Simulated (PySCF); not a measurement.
PySCF input (HF/aug-cc-pVTZ):

```python
import numpy as np, basis_set_exchange as bse
from pyscf import gto, scf, dft, df

basis = {'C': gto.basis.parse(bse.get_basis('aug-cc-pVTZ', elements=['C'], fmt='nwchem')), 'H': gto.basis.parse(bse.get_basis('aug-cc-pVTZ', elements=['H'], fmt='nwchem')), 'N': gto.basis.parse(bse.get_basis('aug-cc-pVTZ', elements=['N'], fmt='nwchem'))}
mol = gto.M(
    atom='''
    C    -0.02656740   -0.39643901    0.74037214
    N    -0.04025319    0.87186173    0.00009760
    C    -0.04739019   -0.39723479   -0.73890413
    H     0.88684478    1.28341918   -0.01317394
    H    -0.93332050   -0.60983971    1.29271705
    H    -0.96932769   -0.61121579   -1.26527787
    H     0.88822522   -0.70100522    1.23593203
    H     0.85309603   -0.70234775   -1.25968851
    ''',
    basis=basis,
    charge=0,
    verbose=4,
    max_memory=8640,
)
mf = scf.RHF(mol)
mf = mf.density_fit(auxbasis=df.autoaux(mol))
mf.conv_tol = 1e-9
mf.max_cycle = 100
scf.hf.overlap_zero_eigenvalue_threshold = 1e-4
print('smallest overlap eigenvalue', np.linalg.eigvalsh(mol.intor('int1e_ovlp'))[0])
mf.kernel()
dip = mf.dip_moment()
```

Output:

```
PySCF version 2.14.0

[INPUT] verbose = 4
[INPUT] num. atoms = 8
[INPUT] num. electrons = 24
[INPUT] charge = 0
[INPUT] spin (= nelec alpha-beta = 2S) = 0
[INPUT] symmetry False subgroup None
[INPUT] Mole.unit = angstrom
[INPUT] Symbol           X                Y                Z      unit          X                Y                Z       unit  Magmom
[INPUT]  1 C     -0.026567400000  -0.396439010000   0.740372140000 AA   -0.050205109842  -0.749161153994   1.399100574858 Bohr   0.0
[INPUT]  2 N     -0.040253190000   0.871861730000   0.000097600000 AA   -0.076067504740   1.647579888189   0.000184437270 Bohr   0.0
[INPUT]  3 C     -0.047390190000  -0.397234790000  -0.738904130000 AA   -0.089554480091  -0.750664960249  -1.396326438010 Bohr   0.0
[INPUT]  4 H      0.886844780000   1.283419180000  -0.013173940000 AA    1.675893749200   2.425310753214  -0.024895138581 Bohr   0.0
[INPUT]  5 H     -0.933320500000  -0.609839710000   1.292717050000 AA   -1.763720131442  -1.152430031784   2.442881181056 Bohr   0.0
[INPUT]  6 H     -0.969327690000  -0.611215790000  -1.265277870000 AA   -1.831763859057  -1.155030446110  -2.391028645773 Bohr   0.0
[INPUT]  7 H      0.888225220000  -0.701005220000   1.235932030000 AA    1.678502402732  -1.324707877690   2.335573045278 Bohr   0.0
[INPUT]  8 H      0.853096030000  -0.702347750000  -1.259688510000 AA    1.612117854654  -1.327244891704  -2.380466286161 Bohr   0.0

nuclear repulsion = 76.2778222046106
number of shells = 54
number of NR pGTOs = 299
number of NR cGTOs = 253
basis = {'C': [[0, [8236.0, 0.000531, 0.0, -0.000113, 0.0], [1235.0, 0.004108, 0.0, -0.000878, 0.0], [280.8, 0.021087, 0.0, -0.00454, 0.0], [79.27, 0.081853, 0.0, -0.018133, 0.0], [25.59, 0.234817, 0.0, -0.05576, 0.0], [8.997, 0.434401, 0.0, -0.126895, 0.0], [3.319, 0.346129, 0.0, -0.170352, 0.0], [0.9059, 0.039378, 1.0, 0.140382, 0.0], [0.3643, -0.008983, 0.0, 0.598684, 0.0], [0.1285, 0.002385, 0.0, 0.395389, 1.0]], [0, [0.04402, 1.0]], [1, [18.71, 0.0, 0.014031, 0.0], [4.133, 0.0, 0.086866, 0.0], [1.2, 0.0, 0.290216, 0.0], [0.3827, 1.0, 0.501008, 0.0], [0.1209, 0.0, 0.343406, 1.0]], [1, [0.03569, 1.0]], [2, [1.097, 1.0, 0.0], [0.318, 0.0, 1.0]], [2, [0.1, 1.0]], [3, [0.761, 1.0]], [3, [0.268, 1.0]]], 'H': [[0, [33.87, 0.0, 0.006068, 0.0], [5.095, 0.0, 0.045308, 0.0], [1.159, 0.0, 0.202822, 0.0], [0.3258, 1.0, 0.503903, 0.0], [0.1027, 0.0, 0.383421, 1.0]], [0, [0.02526, 1.0]], [1, [1.407, 1.0, 0.0], [0.388, 0.0, 1.0]], [1, [0.102, 1.0]], [2, [1.057, 1.0]], [2, [0.247, 1.0]]], 'N': [[0, [11420.0, 0.000523, 0.0, -0.000115, 0.0], [1712.0, 0.004045, 0.0, -0.000895, 0.0], [389.3, 0.020775, 0.0, -0.004624, 0.0], [110.0, 0.080727, 0.0, -0.018528, 0.0], [35.57, 0.233074, 0.0, -0.057339, 0.0], [12.54, 0.433501, 0.0, -0.132076, 0.0], [4.644, 0.347472, 0.0, -0.17251, 0.0], [1.293, 0.041262, 1.0, 0.151814, 0.0], [0.5118, -0.008508, 0.0, 0.599944, 0.0], [0.1787, 0.002384, 0.0, 0.387462, 1.0]], [0, [0.0576, 1.0]], [1, [26.63, 0.0, 0.01467, 0.0], [5.948, 0.0, 0.091764, 0.0], [1.742, 0.0, 0.298683, 0.0], [0.555, 1.0, 0.498487, 0.0], [0.1725, 0.0, 0.337023, 1.0]], [1, [0.0491, 1.0]], [2, [1.654, 1.0, 0.0], [0.469, 0.0, 1.0]], [2, [0.151, 1.0]], [3, [1.093, 1.0]], [3, [0.364, 1.0]]]}
ecp = {}
ETB for H: l = 0, exps = 0.05052 * 1.8^n , n = 0..12
ETB for H: l = 1, exps = 0.12725999999999998 * 2^n , n = 0..5
ETB for H: l = 2, exps = 0.204 * 2.2^n , n = 0..4
ETB for H: l = 3, exps = 0.349 * 2.2^n , n = 0..3
ETB for N: l = 0, exps = 0.0982 * 1.8^n , n = 0..15
ETB for N: l = 1, exps = 0.0982 * 1.8^n , n = 0..12
ETB for N: l = 2, exps = 0.0982 * 1.8^n , n = 0..11
ETB for N: l = 3, exps = 0.2001 * 2.2^n , n = 0..6
ETB for N: l = 4, exps = 0.302 * 2.2^n , n = 0..4
ETB for C: l = 0, exps = 0.07138 * 1.8^n , n = 0..15
ETB for C: l = 1, exps = 0.07138 * 1.8^n , n = 0..12
ETB for C: l = 2, exps = 0.07138 * 1.8^n , n = 0..11
ETB for C: l = 3, exps = 0.13569 * 2.2^n , n = 0..6
ETB for C: l = 4, exps = 0.2 * 2.2^n , n = 0..4
smallest overlap eigenvalue 1.3532728486085706e-05

******** <class 'pyscf.df.df_jk.DFRHF'> ********
method = DFRHF
initial guess = minao
damping factor = 0
level_shift factor = 0
DIIS = <class 'pyscf.scf.diis.CDIIS'>
diis_start_cycle = 1
diis_space = 8
diis_damp = 0
SCF conv_tol = 1e-09
SCF conv_tol_grad = None
SCF max_cycles = 100
direct_scf = False
Set gradient conv threshold to 3.16228e-05
Initial guess from minao.
******** <class 'pyscf.df.df.DF'> ********
auxbasis = {'H': [[0, [np.float64(58.443121389650436), 1]], [0, [np.float64(32.46840077202801), 1]], [0, [np.float64(18.038000428904454), 1]], [0, [np.float64(10.021111349391363), 1]], [0, [np.float64(5.567284082995202), 1]], [0, [np.float64(3.0929356016640006), 1]], [0, [np.float64(1.7182975564800003), 1]], [0, [np.float64(0.9546097536000001), 1]], [0, [np.float64(0.530338752), 1]], [0, [np.float64(0.29463264000000006), 1]], [0, [np.float64(0.16368480000000002), 1]], [0, [np.float64(0.090936), 1]], [0, [np.float64(0.05052), 1]], [1, [np.float64(4.0723199999999995), 1]], [1, [np.float64(2.0361599999999997), 1]], [1, [np.float64(1.0180799999999999), 1]], [1, [np.float64(0.5090399999999999), 1]], [1, [np.float64(0.25451999999999997), 1]], [1, [np.float64(0.12725999999999998), 1]], [2, [np.float64(4.778822400000001), 1]], [2, [np.float64(2.1721920000000003), 1]], [2, [np.float64(0.9873600000000001), 1]], [2, [np.float64(0.44880000000000003), 1]], [2, [np.float64(0.204), 1]], [3, [np.float64(3.716152000000001), 1]], [3, [np.float64(1.6891600000000002), 1]], [3, [np.float64(0.7678), 1]], [3, [np.float64(0.349), 1]]], 'N': [[0, [np.float64(662.5201085380866), 1]], [0, [np.float64(368.0667269656037), 1]], [0, [np.float64(204.48151498089092), 1]], [0, [np.float64(113.60084165605052), 1]], [0, [np.float64(63.11157869780583), 1]], [0, [np.float64(35.06198816544769), 1]], [0, [np.float64(19.478882314137604), 1]], [0, [np.float64(10.821601285632003), 1]], [0, [np.float64(6.012000714240001), 1]], [0, [np.float64(3.3400003968000003), 1]], [0, [np.float64(1.855555776), 1]], [0, [np.float64(1.03086432), 1]], [0, [np.float64(0.5727024000000001), 1]], [0, [np.float64(0.318168), 1]], [0, [np.float64(0.17676), 1]], [0, [np.float64(0.0982), 1]], [1, [np.float64(113.60084165605052), 1]], [1, [np.float64(63.11157869780583), 1]], [1, [np.float64(35.06198816544769), 1]], [1, [np.float64(19.478882314137604), 1]], [1, [np.float64(10.821601285632003), 1]], [1, [np.float64(6.012000714240001), 1]], [1, [np.float64(3.3400003968000003), 1]], [1, [np.float64(1.855555776), 1]], [1, [np.float64(1.03086432), 1]], [1, [np.float64(0.5727024000000001), 1]], [1, [np.float64(0.318168), 1]], [1, [np.float64(0.17676), 1]], [1, [np.float64(0.0982), 1]], [2, [np.float64(63.11157869780583), 1]], [2, [np.float64(35.06198816544769), 1]], [2, [np.float64(19.478882314137604), 1]], [2, [np.float64(10.821601285632003), 1]], [2, [np.float64(6.012000714240001), 1]], [2, [np.float64(3.3400003968000003), 1]], [2, [np.float64(1.855555776), 1]], [2, [np.float64(1.03086432), 1]], [2, [np.float64(0.5727024000000001), 1]], [2, [np.float64(0.318168), 1]], [2, [np.float64(0.17676), 1]], [2, [np.float64(0.0982), 1]], [3, [np.float64(22.68731879040001), 1]], [3, [np.float64(10.312417632000004), 1]], [3, [np.float64(4.687462560000001), 1]], [3, [np.float64(2.130664800000001), 1]], [3, [np.float64(0.9684840000000001), 1]], [3, [np.float64(0.44022000000000006), 1]], [3, [np.float64(0.2001), 1]], [4, [np.float64(7.074531200000002), 1]], [4, [np.float64(3.2156960000000008), 1]], [4, [np.float64(1.46168), 1]], [4, [np.float64(0.6644), 1]], [4, [np.float64(0.302), 1]]], 'C': [[0, [np.float64(481.57520720416113), 1]], [0, [np.float64(267.54178178008954), 1]], [0, [np.float64(148.63432321116085), 1]], [0, [np.float64(82.57462400620048), 1]], [0, [np.float64(45.87479111455581), 1]], [0, [np.float64(25.485995063642118), 1]], [0, [np.float64(14.158886146467843), 1]], [0, [np.float64(7.866047859148802), 1]], [0, [np.float64(4.370026588416001), 1]], [0, [np.float64(2.4277925491200003), 1]], [0, [np.float64(1.3487736384000002), 1]], [0, [np.float64(0.749318688), 1]], [0, [np.float64(0.4162881600000001), 1]], [0, [np.float64(0.2312712), 1]], [0, [np.float64(0.12848400000000001), 1]], [0, [np.float64(0.07138), 1]], [1, [np.float64(82.57462400620048), 1]], [1, [np.float64(45.87479111455581), 1]], [1, [np.float64(25.485995063642118), 1]], [1, [np.float64(14.158886146467843), 1]], [1, [np.float64(7.866047859148802), 1]], [1, [np.float64(4.370026588416001), 1]], [1, [np.float64(2.4277925491200003), 1]], [1, [np.float64(1.3487736384000002), 1]], [1, [np.float64(0.749318688), 1]], [1, [np.float64(0.4162881600000001), 1]], [1, [np.float64(0.2312712), 1]], [1, [np.float64(0.12848400000000001), 1]], [1, [np.float64(0.07138), 1]], [2, [np.float64(45.87479111455581), 1]], [2, [np.float64(25.485995063642118), 1]], [2, [np.float64(14.158886146467843), 1]], [2, [np.float64(7.866047859148802), 1]], [2, [np.float64(4.370026588416001), 1]], [2, [np.float64(2.4277925491200003), 1]], [2, [np.float64(1.3487736384000002), 1]], [2, [np.float64(0.749318688), 1]], [2, [np.float64(0.4162881600000001), 1]], [2, [np.float64(0.2312712), 1]], [2, [np.float64(0.12848400000000001), 1]], [2, [np.float64(0.07138), 1]], [3, [np.float64(15.384519173760008), 1]], [3, [np.float64(6.9929632608000025), 1]], [3, [np.float64(3.178619664000001), 1]], [3, [np.float64(1.4448271200000005), 1]], [3, [np.float64(0.6567396000000001), 1]], [3, [np.float64(0.29851800000000006), 1]], [3, [np.float64(0.13569), 1]], [4, [np.float64(4.685120000000001), 1]], [4, [np.float64(2.129600000000001), 1]], [4, [np.float64(0.9680000000000002), 1]], [4, [np.float64(0.44000000000000006), 1]], [4, [np.float64(0.2), 1]]]}
init E= -133.648264407317

WARN: 5 small eigenvectors of overlap matrix removed because of linear dependency between AOs.

  HOMO = -0.268815140995397  LUMO = 0.0283024310695764  gap/eV = 8.08498
cycle= 1 E= -133.054341451847  delta_E= 0.594  |g|= 0.354  |ddm|= 4.97
  HOMO = -0.39918633548956  LUMO = 0.0279689086092449  gap/eV = 11.62349
cycle= 2 E= -133.087539069106  delta_E= -0.0332  |g|= 0.129  |ddm|= 0.658
  HOMO = -0.391569748997128  LUMO = 0.0311748365760806  gap/eV = 11.50347
cycle= 3 E= -133.091294429945  delta_E= -0.00376  |g|= 0.0439  |ddm|= 0.21
  HOMO = -0.392101613039365  LUMO = 0.0311091038786734  gap/eV = 11.51615
cycle= 4 E= -133.091856766204  delta_E= -0.000562  |g|= 0.00932  |ddm|= 0.0755
  HOMO = -0.394361070569719  LUMO = 0.0309713371532114  gap/eV = 11.57388
cycle= 5 E= -133.09188762925  delta_E= -3.09e-05  |g|= 0.00326  |ddm|= 0.0167
  HOMO = -0.393715323254938  LUMO = 0.0309557368616851  gap/eV = 11.55589
cycle= 6 E= -133.091892393301  delta_E= -4.76e-06  |g|= 0.00107  |ddm|= 0.00599
  HOMO = -0.39400860740524  LUMO = 0.0309642142022185  gap/eV = 11.56410
cycle= 7 E= -133.091893257592  delta_E= -8.64e-07  |g|= 0.000315  |ddm|= 0.00295
  HOMO = -0.394030429612638  LUMO = 0.0309580661757579  gap/eV = 11.56453
cycle= 8 E= -133.091893342329  delta_E= -8.47e-08  |g|= 5.97e-05  |ddm|= 0.00111
  HOMO = -0.394035186604768  LUMO = 0.0309590972465961  gap/eV = 11.56468
cycle= 9 E= -133.091893345001  delta_E= -2.67e-09  |g|= 1.22e-05  |ddm|= 0.000194
  HOMO = -0.394036022985116  LUMO = 0.03095896956653  gap/eV = 11.56470
cycle= 10 E= -133.091893345128  delta_E= -1.27e-10  |g|= 2.54e-06  |ddm|= 4.05e-05
  HOMO = -0.394036190589091  LUMO = 0.0309589981772  gap/eV = 11.56471
Extra cycle  E= -133.091893345134  delta_E= -5.29e-12  |g|= 1.08e-06  |ddm|= 5.73e-06
converged SCF energy = -133.091893345134
Dipole moment(X, Y, Z, Debye):  1.35094, -1.22145, -0.01836
```
